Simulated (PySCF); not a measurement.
## Core-level binding energies of `C[C@H](F)CF`

Compound: C3H6F2.
Geometry (GFN2-xTB, Å), atoms numbered from 1 in this order:
```xyz
11
C3H6F2 angstrom
C      1.2432   -0.3710   -0.0667
C      0.0685    0.5886   -0.1361
F      0.2342    1.5988    0.7921
C     -1.2665   -0.0933    0.1703
F     -1.5938   -0.9374   -0.8567
H      1.3260   -0.7854    0.9355
H      1.0872   -1.1774   -0.7776
H      2.1671    0.1471   -0.3089
H      0.0129    1.0788   -1.1171
H     -1.2059   -0.6938    1.0835
H     -2.0674    0.6478    0.2557
```

Method used: delta-SCF UKS SCAN, pcX-2 on the ionised atom, pcseg-1 elsewhere, spin-free X2C (PySCF 2.14.0). Each binding energy is the total energy of the core-ionised species, with the hole localised on one atom, minus that of the ground state; both are solved self-consistently, so orbital relaxation is included.

Q: Give the core binding energies atom by atom.

A: 
```csv
atom(s),bonded to,level,binding energy (eV),above the level's lowest (eV),count
F5,C,F 1s,692.88,+0.28,1
F3,C,F 1s,692.60,0.00,1
C4,"F, C and 2 H",C 1s,293.39,+2.28,1
C2,"F, 2 C and H",C 1s,293.38,+2.27,1
C1,C and 3 H,C 1s,291.11,0.00,1
```

Lowest listed C 1s: C1, bonded to C and 3 H. Highest, 2.28 eV above it: C4, bonded to F, C and 2 H. The widest gap between neighbouring values is 2.27 eV, between 291.11 and 293.38 eV. The values 293.38 and 293.39 eV lie too close for their order to be trusted.

Lowest listed F 1s: F3, bonded to C. Highest, 0.28 eV above it: F5, bonded to C. Summing the Pauling electronegativity differences to the bonded atoms, each weighted by its formal bond order, gives -1.43 for the lowest site and -1.43 for the highest; the sum is the same at every site.

Q: Give the binding energy of C 1s of C4 in hartree and in kJ/mol.

A: 293.39 eV = 10.7819 Eh = 28308 kJ/mol.

Q: Which photon energy gives electrons from C 1s of C4 a kinetic energy of 200 eV, and what is their de Broglie wavelength?

A: hν = 293.39 + 200 = 493.39 eV, recoil neglected; λ = 12.264 Å/√(E/eV) = 0.87 Å.

Geometry: GFN2-xTB, one conformer, isolated molecule.
